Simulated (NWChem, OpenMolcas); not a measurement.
## How basis sets differ on CH6Si (SMILES C[SiH3])

The species is CH6Si (8 atoms), meant as a singlet with charge 0. SMILES: `C[SiH3]`. The shape is that of a PBE0-D4/def2-TZVP optimisation.

Each level gives the dipole moment (D). The values are calculated.

**The experiment to reproduce.** NIST CCCBDB gives the dipole moment of the gas as 0.74 D.

```
                          level          kind     program  value (D)  computed − measured  CPU time
                    HF/ANO-L-MB  Hartree–Fock  OpenMolcas       0.25                -0.49     1.9 s
              HF/ANO-R0 (sfX2C)  Hartree–Fock  OpenMolcas       1.49                +0.75     3.2 s
           HF/ANO-RCC-MB (DKH2)  Hartree–Fock  OpenMolcas       0.59                -0.15     2.2 s
                      HF/STO-3G  Hartree–Fock      NWChem       0.18                -0.56     1.7 s
                       HF/3-21G  Hartree–Fock      NWChem       0.70                -0.04     1.8 s
                    HF/def2-SVP  Hartree–Fock      NWChem       0.74                 0.00     9.7 s
                   HF/def2-TZVP  Hartree–Fock      NWChem       0.76                +0.02      50 s
HF/ANO-R2 (sfX2C, RICD fitting)  Hartree–Fock  OpenMolcas       0.76                +0.02      19 s
```

Nearest: HF/def2-SVP (0.00 D); farthest: HF/ANO-R0 (sfX2C) (+0.75 D). The measured dipole is a vibrational average, so differences of a few hundredths of a debye mean little. Magnitudes only. Sets without polarisation functions give poor dipoles. Without the sets that lack polarisation functions the rows with a basis span only 0.74 to 0.76 D. CPU times are rough (shared hosts, several kinds of processor and program).
